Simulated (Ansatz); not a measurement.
Two isomers of C3H4FN: A = `C=CC(=N)F`, B = `C=C=C(N)F`.

Isolated molecules relaxed with PBE0-D4/def2-TZVP in Ansatz; ΔE leaves out vibrations. CBS: MP2 limit from def2 TZ/QZ plus the TZ coupled-cluster correction, frozen cores. Functionals use def2-TZVPP. B3LYP here is the variant with VWN-RPA as its local correlation; programs differ in this. One conformer a species, not always the lowest.

(1) Which isomer does CCSD(T)/CBS put lower? Give the gap. (An estimate is asked.)

(2) Give E(B) − E(A) in kcal/mol with PBE0-D4, B2PLYP, B3LYP-D4, CCSD(T)/def2-SVP, CCSD/def2-TZVPP, MP2/def2-TZVPP, BLYP-D4. (Best estimate.)

(3) Does the order hold for the free energy at 298.15 K (harmonic terms from PBE0-D4)? (An estimate is asked.)

Largest T1 diagnostic: 0.013.

## Answers

(1) Ansatz gave: A, by 29.0 kcal/mol.

(2) Ansatz gave: PBE0-D4 26.6, B2PLYP 28.5, B3LYP-D4 27.2, CCSD(T)/def2-SVP 32.0, CCSD/def2-TZVPP 29.5, MP2/def2-TZVPP 29.8, BLYP-D4 26.8. None reverses the order clearly.

(3) Computed: Yes: G(B) − G(A) = +28.1 kcal/mol, for one conformer each.

At CCSD(T), def2-SVP lies +3.0 kcal/mol from the extrapolated value and def2-TZVPP +0.7 kcal/mol. In def2-TZVPP, CCSD(T) changes the Hartree–Fock value by −1.7 kcal/mol (the triples alone add +0.2 kcal/mol) and MP2 by −1.5 kcal/mol.
